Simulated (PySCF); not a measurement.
Metal–ligand bonds in Zn(F)1–Y. Gas-phase values, no solvent. One relaxed conformer stands for each flexible species; it need not be the lowest. Multiplicities are imposed; where one is given, others were not computed. Strings in code marks are SMILES.

The highest occupied spin orbital from two functionals at the same geometries (PBE-D3(BJ)/def2-SVP), both in PySCF: PBE-D3(BJ)/def2-TZVP and B3LYP-D3(BJ)/def2-TZVP. B3LYP has the VWN-RPA correlation part, as in Gaussian. 

| species | B3LYP-D3(BJ)/def2-TZVP (eV) |
|---|---|
| free radical OH (`[OH]`) | -8.82 |
| free radical NH2 (`[NH2]`) | -8.57 |
| free radical CH3 (`[CH3]`) | -6.45 |
| free radical OCH3 | -7.51 |
| free radical N(CH3)2 (`C[N]C`) | -6.86 |
| free radical SH (`[SH]`) | -7.17 |

**Question.** What does PBE-D3(BJ)/def2-TZVP give for each?

**Answer.** 
- free radical OH (`[OH]`): -7.14
- free radical NH2 (`[NH2]`): -7.20
- free radical CH3 (`[CH3]`): -5.38
- free radical OCH3: -5.97
- free radical N(CH3)2 (`C[N]C`): -5.55
- free radical SH (`[SH]`): -6.12
Over these rows, drawn at random from the members with no instability flagged (it was tested for open shells, ions and some series alone), PBE minus B3LYP-D3(BJ): mean +1.34 eV, from +1.05 eV to +1.68 eV.
